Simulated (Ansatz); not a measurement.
# AlBH2 (singlet): wave-function methods side by side, cc-pVDZ

One table from this session's results is given with a row withheld; the runs are named, their logs left out.

Program: Ansatz 0.2.0, Gaussian basis. Level of theory: cc-pVDZ, core rule «outside noble gas», up to 6 orbitals frozen. These are calculated values, not measurements.

The runs, in order: UHF; CCSD(T) on RHF; CCSD(T) on UHF; BCCD(T) on RHF; CISD; CCSDT(Q) on RHF; CCSDT(Q) on UHF; CCSDTQ on RHF; CCSDTQ on UHF.

8 further runs of the same task are left out: 4 for a known fault of the program, 4 set aside as unsound or not needed. Runs told in other sessions of the task aren't counted.

## What is computed

The geometry is a PBE0/def2-TZVP stationary point (not a proven minimum).

4 atoms, charge 0, spin multiplicity 1.

Atoms are counted from 1 here; the program's logs count them from 0.

Bond lengths: B1–Al2 2.320 Å, Al2–H3 1.598 Å, Al2–H4 1.598 Å. Angles: B1–Al2–H3 121.2°, B1–Al2–H4 121.2°, H3–Al2–H4 117.7°.

Set-up of the first run:

in.yaml

```yaml
crystal:
  periodic: [false, false, false]
  atoms:
    - {symbol: B, position_ang: [0.000000, 0.000000, 1.731547]}
    - {symbol: Al, position_ang: [0.000000, 0.000000, -0.588094]}
    - {symbol: H, position_ang: [0.000000, -1.367107, -1.414802]}
    - {symbol: H, position_ang: [0.000000, 1.367107, -1.414802]}
basis:
  gaussian: {orbitals: cc-pVDZ}
magnetization: {spin_polarized: true, initial_magnetization: 0}
hamiltonian: {xc: hf}
output: {orbitals: {seedname: orbitals}}
```

Run with:

```bash
> ansatz run in.yaml --threads 1 --pin off --events-out ev --progress --plain --max-ram 4096MiB --backend cpu
```

Among the steps run: UHF; CCSD(T) on RHF; CCSD(T) on UHF; BCCD(T) on RHF; CISD; CCSDT(Q) on RHF; CCSDT(Q) on UHF; CCSDTQ on RHF; CCSDTQ on UHF.

One table of the session follows, with a row left open; its other results are not shown here.

```
   method  from RCCSDTQ (kJ/mol)
      RHF                 +436.3
      UHF                 +384.2
     RMP2                 +130.8
     UMP2                 +119.2
     CISD                  +47.7
    RCCSD                  +13.7
    UCCSD                  +11.3
 RCCSD(T)                   +4.0
 UCCSD(T)                   +2.8
  BCCD(T)                   +3.9
   RCCSDT                   +1.0
   UCCSDT                   -0.8
RCCSDT(Q)                   +0.3
UCCSDT(Q)                      ?
  RCCSDTQ                      0
  UCCSDTQ                   +0.1
```

Q: Estimate the row for UCCSDT(Q) from the others.

The run gave: from RCCSDTQ (kJ/mol): -1.3. In the column «from RCCSDTQ (kJ/mol)» it is the lowest.

To keep in mind: The determinant of HF (⟨S²⟩ 0.85) is far from a pure spin state, so its energy mixes those of several spin states; that is harmless only where they are near-degenerate. The determinant of CCSD(T) (⟨S²⟩ 0.85) is far from a pure spin state, so its energy mixes those of several spin states; high orders of coupled cluster remove much of that, low ones don't. The determinant of CCSDT(Q) (⟨S²⟩ 0.85) is far from a pure spin state, so its energy mixes those of several spin states; high orders of coupled cluster remove much of that, low ones don't. The determinant of CCSDTQ (⟨S²⟩ 0.85) is far from a pure spin state, so its energy mixes those of several spin states; high orders of coupled cluster remove much of that, low ones don't. Restricted and unrestricted rows rest on different reference determinants; a gap between their highest levels can come from leftover correlation error, from unlike frozen cores or from another state.
